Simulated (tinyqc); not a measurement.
Inside a calculation. Method: coupled-perturbed Hartree-Fock on RHF in the sto-3g basis, for H3O+, spin multiplicity 1. One step of it, computed by the program tinyqc.

Problem. Coupled step 1. U_ai = -(mu_ai + sum_bj [4 (ai|bj) - (ab|ij) - (aj|bi)] U_bj) / (e_a - e_i); alpha = -4 sum U_ai mu_ai.

uncoupled U:
```
,i1,i2,i3,i4,i5
a6,0.000000,0.000000,0.000000,0.607145,0.000000
a7,-0.002393,0.054840,-0.386330,0.000000,-0.349221
a8,0.000000,0.000000,0.000000,0.385808,0.000000
```

dipole integrals <a|y|i> (bohr):
```
,i1,i2,i3,i4,i5
a6,0.000000,0.000000,0.000000,-0.675620,0.000000
a7,0.050395,-0.107501,0.485177,0.000000,0.387458
a8,0.000000,0.000000,0.000000,-0.484568,0.000000
```

orbital energies (hartree): MO1 -20.858934, MO2 -1.758213, MO3 -1.053802, MO4 -1.053596, MO5 -0.907436, MO6 0.059185, MO7 0.202057, MO8 0.202385

Two-electron integrals over orbitals (pq|rs), unique and non-zero (hartree):
```
p,q,r,s,(pq|rs)
1,1,1,1,4.744837
2,1,1,1,-0.426550
2,1,2,1,0.060977
2,2,1,1,1.024800
2,2,2,1,-0.014393
2,2,2,2,0.732957
3,1,1,1,-0.000013
3,1,2,1,1.95e-06
3,1,2,2,-2.31e-07
3,1,3,1,0.014143
3,2,1,1,0.000023
3,2,2,1,-4.24e-07
3,2,2,2,0.000014
3,2,3,1,0.021131
3,2,3,2,0.136712
3,3,1,1,0.860529
3,3,2,1,-0.006257
3,3,2,2,0.657625
3,3,3,1,0.002178
3,3,3,2,0.031957
3,3,3,3,0.657982
4,1,4,1,0.014146
4,2,4,1,0.021134
4,2,4,2,0.136694
4,3,4,1,-0.002178
4,3,4,2,-0.031959
4,3,4,3,0.040417
4,4,1,1,0.860575
4,4,2,1,-0.006259
4,4,2,2,0.657628
4,4,3,1,-0.002180
4,4,3,2,-0.031960
4,4,3,3,0.577194
4,4,4,4,0.658004
5,1,1,1,-0.126874
5,1,2,1,0.014907
5,1,2,2,-0.013885
5,1,3,1,-4.93e-07
5,1,3,2,-1.62e-06
5,1,3,3,-0.004181
5,1,4,4,-0.004180
5,1,5,1,0.027434
5,2,1,1,0.071834
5,2,2,1,-0.007472
5,2,2,2,-0.015790
5,2,3,1,-1.34e-06
5,2,3,2,-4.36e-06
5,2,3,3,0.006829
5,2,4,4,0.006841
5,2,5,1,0.026851
5,2,5,2,0.133367
5,3,1,1,-0.000026
5,3,2,1,2.77e-07
5,3,2,2,-0.000015
5,3,3,1,0.004091
5,3,3,2,0.003700
5,3,3,3,-0.006472
5,3,4,4,0.006454
5,3,5,1,4.35e-07
5,3,5,2,-9.13e-08
5,3,5,3,0.037040
5,4,4,1,0.004093
5,4,4,2,0.003715
5,4,4,3,0.006463
5,4,5,4,0.037042
5,5,1,1,1.072567
5,5,2,1,-0.013852
5,5,2,2,0.719454
5,5,3,1,-1.23e-06
5,5,3,2,0.000009
5,5,3,3,0.640535
5,5,4,4,0.640551
5,5,5,1,0.012304
5,5,5,2,0.089445
5,5,5,3,-0.000017
5,5,5,5,0.854495
6,1,1,1,-0.263761
6,1,2,1,0.039241
6,1,2,2,-0.005755
6,1,3,1,-0.000009
6,1,3,2,-0.000014
6,1,3,3,-0.003221
6,1,4,4,-0.003219
6,1,5,1,0.000901
6,1,5,2,-0.014733
6,1,5,3,-2.92e-06
6,1,5,5,-0.014117
6,1,6,1,0.028449
6,2,1,1,0.323330
6,2,2,1,-0.008598
6,2,2,2,0.147183
6,2,3,1,-0.000010
6,2,3,2,-0.000036
6,2,3,3,0.100265
6,2,4,4,0.100287
6,2,5,1,-0.014806
6,2,5,2,-0.025995
6,2,5,3,-0.000017
6,2,5,5,0.134003
6,2,6,1,-0.000862
6,2,6,2,0.084676
6,3,1,1,-0.000248
6,3,2,1,4.43e-06
6,3,2,2,-0.000119
6,3,3,1,0.006315
6,3,3,2,-0.009220
6,3,3,3,-0.023301
6,3,4,4,0.023125
6,3,5,1,-1.04e-06
6,3,5,2,-0.000028
6,3,5,3,0.008741
6,3,5,5,-0.000133
6,3,6,1,-8.25e-07
6,3,6,2,-0.000067
6,3,6,3,0.050792
6,4,4,1,0.006319
6,4,4,2,-0.009200
6,4,4,3,0.023214
6,4,5,4,0.008743
6,4,6,4,0.050817
6,5,1,1,-0.152651
6,5,2,1,0.000104
6,5,2,2,-0.084112
6,5,3,1,-4.73e-06
6,5,3,2,-0.000030
6,5,3,3,-0.050285
6,5,4,4,-0.050278
6,5,5,1,0.010914
6,5,5,2,0.025644
6,5,5,3,-0.000011
6,5,5,5,-0.081636
6,5,6,1,-0.003898
6,5,6,2,-0.052798
6,5,6,3,0.000036
6,5,6,5,0.040436
6,6,1,1,0.676446
6,6,2,1,-0.006119
6,6,2,2,0.538396
6,6,3,1,-0.000014
6,6,3,2,-0.000096
6,6,3,3,0.505564
6,6,4,4,0.505627
6,6,5,1,-0.016964
6,6,5,2,-0.055593
6,6,5,3,0.000011
6,6,5,5,0.496923
6,6,6,1,0.001672
6,6,6,2,0.068043
6,6,6,3,3.56e-06
6,6,6,5,-0.040609
6,6,6,6,0.487575
7,1,4,1,0.015491
7,1,4,2,0.021895
7,1,4,3,-0.002011
7,1,5,4,0.004522
7,1,6,4,0.006537
7,1,7,1,0.016994
7,2,4,1,0.014663
7,2,4,2,0.048906
7,2,4,3,0.010883
7,2,5,4,0.020130
7,2,6,4,0.034621
7,2,7,1,0.015374
7,2,7,2,0.052228
7,3,4,1,0.002514
7,3,4,2,0.036172
7,3,4,3,-0.004156
7,3,5,4,-0.007535
7,3,6,4,-0.024377
7,3,7,1,0.002829
7,3,7,2,-0.002409
7,3,7,3,0.032648
7,4,1,1,0.366809
7,4,2,1,-0.007337
7,4,2,2,0.160119
7,4,3,1,0.002514
7,4,3,2,0.036184
7,4,3,3,0.128590
7,4,4,4,0.120330
7,4,5,1,0.000562
7,4,5,2,0.041877
7,4,5,3,-0.007544
7,4,5,5,0.186831
7,4,6,1,-0.005354
7,4,6,2,0.079191
7,4,6,3,-0.024431
7,4,6,5,-0.041189
7,4,6,6,0.040810
7,4,7,4,0.149532
7,5,4,1,0.006669
7,5,4,2,0.042220
7,5,4,3,-0.013591
7,5,5,4,0.020574
7,5,6,4,-0.017408
7,5,7,1,0.007198
7,5,7,2,0.011236
7,5,7,3,0.015891
7,5,7,5,0.034762
7,6,4,1,0.011347
7,6,4,2,0.091568
7,6,4,3,-0.039798
7,6,5,4,-0.017548
7,6,6,4,-0.046102
7,6,7,1,0.012031
7,6,7,2,0.000359
7,6,7,3,0.047492
7,6,7,5,0.034156
7,6,7,6,0.112339
7,7,1,1,0.769995
7,7,2,1,-0.007455
7,7,2,2,0.574343
7,7,3,1,-0.000670
7,7,3,2,-0.031651
7,7,3,3,0.514918
7,7,4,4,0.588181
7,7,5,1,-0.002926
7,7,5,2,0.002698
7,7,5,3,0.012966
7,7,5,5,0.564146
7,7,6,1,-0.004193
7,7,6,2,0.067868
7,7,6,3,0.039848
7,7,6,5,-0.029382
7,7,6,6,0.485420
7,7,7,4,0.060625
7,7,7,7,0.570985
8,1,1,1,0.000168
8,1,2,1,-0.000025
8,1,2,2,3.92e-06
8,1,3,1,-0.015494
8,1,3,2,-0.021901
8,1,3,3,-0.002010
8,1,4,4,0.002015
8,1,5,1,-1.10e-06
8,1,5,2,0.000009
8,1,5,3,-0.004521
8,1,5,5,0.000009
8,1,6,1,-0.000007
8,1,6,2,0.000012
8,1,6,3,-0.006537
8,1,6,5,0.000007
8,1,6,6,0.000015
8,1,7,4,-0.002827
8,1,7,7,0.000651
8,1,8,1,0.017004
8,2,1,1,-0.000191
8,2,2,1,0.000006
8,2,2,2,-0.000079
8,2,3,1,-0.014663
8,2,3,2,-0.048901
8,2,3,3,0.010815
8,2,4,4,-0.010924
8,2,5,1,0.000008
8,2,5,2,0.000011
8,2,5,3,-0.020132
8,2,5,5,-0.000076
8,2,6,1,0.000011
8,2,6,2,-0.000019
8,2,6,3,-0.034614
8,2,6,5,0.000040
8,2,6,6,-0.000022
8,2,7,4,0.002359
8,2,7,7,-0.020728
8,2,8,1,0.015381
8,2,8,2,0.052234
8,3,1,1,-0.366845
8,3,2,1,0.007338
8,3,2,2,-0.160124
8,3,3,1,0.002507
8,3,3,2,0.036142
8,3,3,3,-0.120326
8,3,4,4,-0.128629
8,3,5,1,-0.000563
8,3,5,2,-0.041885
8,3,5,3,-0.007529
8,3,5,5,-0.186844
8,3,6,1,0.005351
8,3,6,2,-0.079199
8,3,6,3,-0.024284
8,3,6,5,0.041173
8,3,6,6,-0.040905
8,3,7,4,-0.085897
8,3,7,7,-0.096392
8,3,8,1,-0.002826
8,3,8,2,0.002477
8,3,8,3,0.149537
8,4,4,1,-0.002516
8,4,4,2,-0.036142
8,4,4,3,0.004129
8,4,5,4,0.007526
8,4,6,4,0.024336
8,4,7,1,-0.002831
8,4,7,2,0.002388
8,4,7,3,-0.030979
8,4,7,5,-0.015874
8,4,7,6,-0.047440
8,4,8,4,0.032602
8,5,1,1,0.000072
8,5,2,1,2.58e-07
8,5,2,2,0.000038
8,5,3,1,-0.006670
8,5,3,2,-0.042236
8,5,3,3,-0.013560
8,5,4,4,0.013611
8,5,5,1,-0.000007
8,5,5,2,-0.000018
8,5,5,3,-0.020573
8,5,5,5,0.000034
8,5,6,1,0.000007
8,5,6,2,0.000040
8,5,6,3,0.017407
8,5,6,5,-1.31e-07
8,5,6,6,0.000054
8,5,7,4,-0.015873
8,5,7,7,0.017568
8,5,8,1,0.007203
8,5,8,2,0.011244
8,5,8,3,-0.015908
8,5,8,5,0.034775
8,6,1,1,0.000057
8,6,2,1,-1.02e-06
8,6,2,2,0.000010
8,6,3,1,-0.011348
8,6,3,2,-0.091569
8,6,3,3,-0.039712
8,6,4,4,0.039772
8,6,5,1,0.000009
8,6,5,2,0.000039
8,6,5,3,0.017546
8,6,5,5,0.000036
8,6,6,1,4.13e-06
8,6,6,2,0.000016
8,6,6,3,0.046055
8,6,6,5,0.000024
8,6,6,6,0.000102
8,6,7,4,-0.047450
8,6,7,7,0.059827
8,6,8,1,0.012037
8,6,8,2,0.000384
8,6,8,3,-0.047488
8,6,8,5,0.034148
8,6,8,6,0.112247
8,7,4,1,0.000662
8,7,4,2,0.031578
8,7,4,3,-0.036623
8,7,5,4,-0.012958
8,7,6,4,-0.039877
8,7,7,1,0.000639
8,7,7,2,-0.020699
8,7,7,3,0.017853
8,7,7,5,0.017531
8,7,7,6,0.059784
8,7,8,4,-0.017813
8,7,8,7,0.048978
8,8,1,1,0.770168
8,8,2,1,-0.007460
8,8,2,2,0.574412
8,8,3,1,0.000682
8,8,3,2,0.031738
8,8,3,3,0.588256
8,8,4,4,0.514916
8,8,5,1,-0.002925
8,8,5,2,0.002713
8,8,5,3,-0.012989
8,8,5,5,0.564225
8,8,6,1,-0.004198
8,8,6,2,0.067903
8,8,6,3,-0.039993
8,8,6,5,-0.029414
8,8,6,6,0.485331
8,8,7,4,0.096455
8,8,7,7,0.472873
8,8,8,1,-0.000658
8,8,8,2,0.020649
8,8,8,3,-0.060646
8,8,8,5,-0.017571
8,8,8,6,-0.059882
8,8,8,8,0.571144
```

Give: U after step 1; polarisability.

Solution.

U after step 1:
```
,i1,i2,i3,i4,i5
a6,0.0000,0.0000,0.0000,0.7750,0.0000
a7,-0.0025,0.0917,-0.4895,0.0000,-0.4653
a8,0.0000,0.0000,0.0000,0.4888,0.0000
```

polarisability = 4.7530 bohr^3
